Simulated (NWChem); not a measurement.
Correlation energy of Al (-1)

```xyz
1

Al     0.0000     0.0000     0.0000
```
Charge -1, spin multiplicity 3.

All runs are NWChem calculations.

Basis set: def2-TZVPD. Each correlation energy counts from its own Hartree-Fock reference.

The correlated methods keep 5 core orbitals frozen. The stability of the SCF solutions was not checked. Open-shell Hartree-Fock references start from PBE0 orbitals. Coupled-cluster values serve here as a point of comparison, not as the truth.

| method | correlation energy (mHa) |
|---|---|
| UMP2 | -47.0 |
| SCS-UMP2 | … |
| CCSD on UHF | -63.3 |
| CCSD[T] on UHF | -66.0 |
| CCSD(T) on UHF | -65.9 |
| CCSD on ROHF | … |
| CCSD[T] on ROHF | -69.9 |
| CCSD(T) on ROHF | -70.0 |
| CCSDT on ROHF | -70.6 |

What belongs in the gaps?


- SCS-UMP2, correlation energy (mHa): -49.1
- CCSD on ROHF, correlation energy (mHa): -66.9
